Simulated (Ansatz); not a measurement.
Two shapes of triplet C2H4.

Shape 1:

```xyz
6

C     0.0261    0.0086   -0.6816
C     0.0386   -0.0100    0.7535
H    -0.0206   -0.9539   -1.2624
H    -0.0159    0.9232   -1.2561
H    -0.9154   -0.0433    1.2846
H     0.9649   -0.0379    1.2993
```

Shape 2:

```xyz
6

C     0.0000    0.0000   -0.7812
C     0.0000    0.0000    0.7812
H     0.0000   -1.0071   -1.4068
H     0.0000    1.0071   -1.4068
H    -1.0071    0.0000    1.4068
H     1.0071    0.0000    1.4068
```

Basis set: 6-31G* (spherical functions). Correlated methods keep 2 orbitals frozen. Charge 0, multiplicity 3.

Computed with Ansatz (development build ahead of 0.2.0); each method stands on the lowest determinant of its kind that the runs found.

(1) Which shape is lower in energy, and by how much in each method?

Results:

(1)

| method | E(2) − E(1) (eV) |
| --- | --- |
| UHF | 0.857 |
| UHF-MP2 | 0.763 |

Shape 1 is lower. Caution: another spin multiplicity may lie lower.
